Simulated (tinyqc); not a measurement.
Hueckel theory of the pi electrons, for the molecule [CH2]C([CH2])=CCl (SMILES; centres numbered as the heavy atoms are written), step by step. One step of it, computed by the program tinyqc.

Question. Energy, charges, bond orders. E = sum n x; q_r = z_r - P_rr; bond order p = P_rs; free valence = sqrt(3) - sum of p over the bonds of the atom.

x values: [2.124977, 1.666299, 0.000000, -0.051959, -1.739316]

occupations: [2.000000, 2.000000, 2.000000, 0.000000, 0.000000]

charge and bond-order matrix P, order 1C, 2C, 3C, 4C, 5Cl:
$$\begin{pmatrix}
1.345955 & 0.588276 & -0.654045 & 0.313433 & -0.090724 \\
0.588276 & 1.005344 & 0.588276 & 0.551987 & -0.056075 \\
-0.654045 & 0.588276 & 1.345955 & 0.313433 & -0.090724 \\
0.313433 & 0.551987 & 0.313433 & 0.356047 & 0.290093 \\
-0.090724 & -0.056075 & -0.090724 & 0.290093 & 1.946699
\end{pmatrix}$$

Centres:
```
centre  z_r, pi electrons of the neutral centre         h
1C                                            1  0.000000
2C                                            1  0.000000
3C                                            1  0.000000
4C                                            1  0.000000
5Cl                                           2  2.000000
```

Bonds:
```
i  j         k
1  2         1
2  3         1
2  4         1
4  5  0.400000
```

Give: pi energy = 6 alpha + this times beta; pi charges; Bond orders and lengths from R = 1.517 - 0.180 p; free valence of the carbons; gap between the highest filled and the next level.

Answer.

pi energy = 6 alpha + this times beta = 7.583

pi charges: 1C -0.346, 2C -0.005, 3C -0.346, 4C 0.644, 5Cl 0.053

Bond orders and lengths from R = 1.517 - 0.180 p (angstrom, C-C alone):
```
bond      p      R
1-2   0.588  1.411
2-3   0.588  1.411
2-4   0.552  1.418
4-5   0.290      -
```

free valence of the carbons: 1C 1.144, 2C 0.004, 3C 1.144, 4C 0.890

gap between the highest filled and the next level = 0.052 |beta|
